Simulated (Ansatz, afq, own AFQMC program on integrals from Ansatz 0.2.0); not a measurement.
## SiH$_{2}$O, singlet in cc-pVDZ, levels against CCSDT(Q)

```yaml
atoms:
  - { symbol: Si, position_ang: [0.0000, -0.1186, 0.6062] }
  - { symbol: O, position_ang: [0.0000, 0.1621, -1.0273] }
  - { symbol: H, position_ang: [0.0000, 1.3666, 0.9807] }
  - { symbol: H, position_ang: [0.0000, -0.6354, -1.5633] }
```

Connectivity, by distances: SiH–OH.

Basis cc-pVDZ. Noble-gas cores (and the filled d shells of Ga–Kr and In–Xe) are frozen. AFQMC by an in-house program on the Cholesky factors that Ansatz 0.2.0 writes for its CCSD(T) run. The CISD trial takes its coefficients from CCSD amplitudes. Released means that phaseless walkers are propagated on without the constraint, phases kept. Error bars are statistical, one sigma.

Determinant: UHF, the one that the program's search chose, which needn't be the lowest solution. The geometry is a point of a scan.

No full CI on the walks' own integrals is used here; CCSDT(Q) serves as the reference and is uncertain by about the last step of the cluster series.

Cautions: an unrestricted solution with more broken spin lies lower (6 meV, ⟨S²⟩ 0.11), while this determinant keeps restricted orbitals.

The T1 diagnostic is 0.0181, the weight of the determinant in the CISD state is 0.878 and the ⟨S²⟩ of the determinant is 0.000. The size of the correlated space is 12 electrons in 36 orbitals.

```csv
level,correlation energy (eV)
MP2,-7.4794
CCSD,-8.1241
CCSD(T),-8.3214
```

Question: Estimate where phaseless AFQMC with the Hartree–Fock trial lies against CCSD(T) on the same integrals.

Answer: 6.1 ± 8.7 kJ/mol below CCSD(T). The gap is under twice the noise, so this walk alone can't tell the two apart.

Reference: CCSDT(Q), correlation energy -8.362 eV. The released energy is read at 2.40 1/Eh (meV from the phaseless value at times in 1/Eh: -9 ± 18 at 0.24, -24 ± 16 at 0.51, -29 ± 14 at 0.99, -45 ± 20 at 1.62, 0 ± 23 at 2.40).

| level | E − E(reference) (kJ/mol) | share of correlation (%) |
| --- | --- | --- |
| CCSD(T) | 3.9 | 99.51 |
| CCSDT | 2.2 | 99.72 |
| ph-AFQMC/HF | -2.2 ± 8.7 | 100.27 |
| ph-AFQMC/CISD | 2.1 ± 1.3 | 99.73 |
| released AFQMC | 2.1 ± 2.3 | 99.74 |

A walk keeps the symmetry of its determinant, which the program's search chose and which needn't be the lowest solution, so a lower state of the same spin and another symmetry isn't excluded. Released energies are given only where the last usable release times agree within the noise; a slower fall can still hide under it.
